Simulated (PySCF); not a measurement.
Structure problem from calculated spectra and properties.

Formula: CH3FMg.

* XPS: C1s 289.5, F1s 689.8, Mg1s 1311.7 eV [ΔSCF SCAN, pcX-2 on the ionised atom, pcseg-1 elsewhere, spin-free X2C]
* NMR, other nuclei: isotropic shieldings of nuclei other than C and H, by class: 395 (1 F), 493 (1 Mg) ppm [GIAO PBE0/pcSseg-1]
* 13C NMR: chemical shifts (computed TMS as zero) by class: -28.1 (1 C) ppm [GIAO PBE0/pcSseg-1]
* Triplet: lowest triplet excitation (Tamm–Dancoff): 4.69 eV [TDA PBE0/def2-SVPD]
* Rotational structure: rotational constants A, B, C: 158.948, 3.855, 3.855 GHz [PBE0-D3(BJ)/def2-SVP]
* Dipole: 2.10 D [PBE0/def2-SVPD]
* Polarisability: 37.0 au [PBE0/def2-SVPD]

Electronic properties: PySCF, gas phase, density fitting. Levels stand in brackets. Isolated species at its PBE0-D3(BJ)/def2-SVP geometry, gas phase. Each NMR value is the plain mean over a class of atoms that symmetry, rotation or inversion makes alike.

Question: What is the compound? Reason from the data.

Answer: The one carbon: carbon bonded to Mg and 3 H (-28.1 ppm). The other shieldings belong to: 395 ppm, fluorine bonded to Mg; 493 ppm, magnesium bonded to C and F. The core levels belong to: C1s 289.5 eV, carbon bonded to Mg and 3 H; F1s 689.8 eV, fluorine bonded to Mg; Mg1s 1311.7 eV, magnesium bonded to C and F. The optimised geometry has point group C3v and is a prolate symmetric top. Structure: MgMeF, `[CH3][Mg][F]`. The assignments are read from this structure; whether some other isomer fits the data as well wasn't checked.
